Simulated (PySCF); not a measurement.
Gas-phase reaction: SiF4 + 2 HOF → SiH2F + 3 F + 2 FO

Computed with PySCF (xtb for GFN2) and rigid-rotor harmonic-oscillator thermochemistry at 1 bar. † marks an energy on the PBE0/def2-TZVP geometry and frequencies; other levels use their own. MP2 freezes the core. 6-31G* has spherical d functions here. Open shells (unrestricted): SiH2F (multiplicity 2), F (multiplicity 2, electronic degeneracy 6), FO (multiplicity 2, electronic degeneracy 4); the rest are closed-shell singlets. GFN2 has no spin-polarisation term. Spin-orbit splitting is ignored; it lowers the true energy and changes the entropy of F, FO. B3LYP is the form with VWN-RPA correlation. SiH2F: computed as isolated molecules; such fragments, hydroxides, amides, oligomers or adducts are transient or little studied in the gas. MP2 isn't extrapolated to the basis-set limit; its ΔH°(298 K) is 1994.1 kJ in def2-SVP and 2153.0 kJ in def2-TZVPP. The harmonic model lacks anharmonicity and excited electronic states, which grow with temperature; levels with a mode under 35 cm⁻¹ are left out.

```csv
level,"ΔE electronic, kJ","ΔH°(298 K), kJ","ΔS°(298 K), J/K","ΔG°(1000 K), kJ"
B3LYP/6-31G*,1942,1907,428,1471
B3LYP/def2-TZVP†,1988,1952,429,1515
BLYP/def2-TZVP†,1992,1955,429,1518
GFN2-xTB,2098,2069,418,1643
MP2/def2-SVP†,2031,1994,429,1557
MP2/def2-TZVPP†,2190,2153,429,1716
PBE0/def2-SVP†,1923,1887,429,1449
PBE0/def2-TZVP,1985,1948,429,1511
r2SCAN/def2-TZVP†,2016,1979,429,1542
LDA/def2-TZVP†,2354,2317,429,1880
ωB97M-V/def2-TZVP†,2054,2017,429,1580
```
ΔH° is lowest at PBE0/def2-SVP† and highest at LDA/def2-TZVP†. No reference value is set beside these.
